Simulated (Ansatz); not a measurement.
Born–Oppenheimer molecular dynamics of CH₃NO₂ (7 atoms, charge 0, multiplicity 1). It starts at the highest image of a converged band, a first-order saddle point between two minima.

The calculation used RKS revPBE-D4/def2-SVP (Ansatz 0.2.0).

```yaml
ensemble: NVE (velocity Verlet)
time_step: 0.5 fs
steps_asked: 200
starting_velocities_drawn_for: 100 K
seed: 7576
```

First frame:

```xyz
7
Properties=species:S:1:pos:R:3
N -0.455 0.611 0.603
C 0.306 -0.271 -0.033
O 1.198 -0.718 0.783
O 0.262 -0.709 -1.300
H -1.246 1.129 0.209
H 0.466 0.154 1.458
H -0.470 -0.265 -1.766
```

(1) What does the run give?

(2) What happens to the structure?

(3) How do temperature and energy run in time?

## Answers

(1) The run went to its last step.

```
steps done                                               : 200
time covered                                             : 100 fs
mean temperature over the second half                    : 1018 K
spread of the potential energy over the second half      : 31.6 meV per atom
mean potential energy of the second half above the start : -84.9 meV per atom
```

The conserved energy stayed within 0.77 meV per atom of its start (net change -0.58 meV per atom), so the integration is sound. The system heated up, since it started high on the potential surface and ran downhill. A run of 0.1 ps of so small a system gives no equilibrium averages. The orbitals stay closed-shell, which can raise the energy where a bond breaks towards radicals; this wasn't checked here.

(2) The step under study would form N1–H6 and break O3–H6. These pairs go: N1–H6 1.34 → 2.76 Å, O3–H6 1.32 → 0.97 Å. In the last frame they stand as before the step (other bonds may differ from the relaxed reactants and products). It ends as one piece, CH3NO2. Pairs count as bonded within 1.25 times the sum of covalent radii (0.12 Å more for H–H). Another seed would give other details.

(3) 
```json
{"time (fs)": "0.0", "T (K)": "100", "potential energy less start (eV)": "0.000", "conserved less start (meV/atom)": "0.00"}
{"time (fs)": "8.0", "T (K)": "37", "potential energy less start (eV)": "0.041", "conserved less start (meV/atom)": "0.04"}
{"time (fs)": "16.0", "T (K)": "1027", "potential energy less start (eV)": "-0.601", "conserved less start (meV/atom)": "-0.30"}
{"time (fs)": "24.0", "T (K)": "1135", "potential energy less start (eV)": "-0.670", "conserved less start (meV/atom)": "-0.09"}
{"time (fs)": "32.0", "T (K)": "1010", "potential energy less start (eV)": "-0.587", "conserved less start (meV/atom)": "0.14"}
{"time (fs)": "40.0", "T (K)": "485", "potential energy less start (eV)": "-0.249", "conserved less start (meV/atom)": "0.07"}
{"time (fs)": "48.0", "T (K)": "932", "potential energy less start (eV)": "-0.540", "conserved less start (meV/atom)": "-0.38"}
{"time (fs)": "56.0", "T (K)": "1394", "potential energy less start (eV)": "-0.841", "conserved less start (meV/atom)": "-0.68"}
{"time (fs)": "64.0", "T (K)": "1028", "potential energy less start (eV)": "-0.598", "conserved less start (meV/atom)": "0.29"}
{"time (fs)": "72.0", "T (K)": "692", "potential energy less start (eV)": "-0.386", "conserved less start (meV/atom)": "-0.41"}
{"time (fs)": "80.0", "T (K)": "832", "potential energy less start (eV)": "-0.473", "conserved less start (meV/atom)": "-0.05"}
{"time (fs)": "88.0", "T (K)": "1506", "potential energy less start (eV)": "-0.908", "conserved less start (meV/atom)": "0.04"}
{"time (fs)": "96.0", "T (K)": "725", "potential energy less start (eV)": "-0.403", "conserved less start (meV/atom)": "0.06"}
```

Time of the run: 5.4 min on 1 thread of Arm Neoverse V1, with other jobs on the host, peak memory 0.12 GiB.
